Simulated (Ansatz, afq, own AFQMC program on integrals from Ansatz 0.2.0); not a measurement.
## GeH⁺, singlet: AFQMC among the cluster methods

| atom | x (Å) | y (Å) | z (Å) |
| --- | --- | --- | --- |
| Ge | 0.0000 | 0.0000 | 0.0000 |
| H | 0.0000 | 0.0000 | 1.7410 |

Basis cc-pVTZ. Only valence electrons are correlated. Integrals, coupled cluster, full CI and functionals: Ansatz 0.2.0; the random walks run on the same integrals in our own AFQMC program. ph-AFQMC/CISD is guided by a CISD state made of CCSD amplitudes; releasing the constraint for a short imaginary time cuts its bias at the price of noise, slowly where states lie close. Error bars are statistical, one sigma. No spin–orbit coupling.

Determinant: RHF, the one that the program's search chose, which needn't be the lowest solution. The geometry is a point of a scan.

No full CI on the walks' own integrals is used here; CCSDT(Q) serves as the reference and is uncertain by about the last step of the cluster series.

Cautions: no relativity below Rb; no spin-orbit coupling; inner d shell frozen; released walk and highest rung disagree (by 12 meV at 1.50 1/Eh).

```
T1 diagnostic                               : 0.0119
weight of the determinant in the CISD state : 0.927
size of the correlated space                : 4 electrons in 43 orbitals
```

Reference: CCSDT(Q), correlation energy -2.409 eV. The released energy is read at 1.50 1/Eh (meV from the phaseless value at times in 1/Eh: 0 ± 4 at 0.24, 1 ± 3 at 0.50, -2 ± 4 at 1.00, 2 ± 4 at 1.50).

| level | E − E(reference) (mEh) | share of correlation (%) |
| --- | --- | --- |
| HF | 88.54 | 0.00 |
| MP2 | 22.70 | 74.36 |
| CCSD | 1.90 | 97.85 |
| CCSD(T) | 0.40 | 99.55 |
| CCSDT | 0.05 | 99.94 |
| ph-AFQMC/CISD | 0.38 ± 0.11 | 99.57 |
| released AFQMC | 0.45 ± 0.13 | 99.49 |

A walk keeps the symmetry of its determinant, which the program's search chose and which needn't be the lowest solution, so a lower state of the same spin and another symmetry isn't excluded. Released energies are given only where the last usable release times agree within the noise; a slower fall can still hide under it.
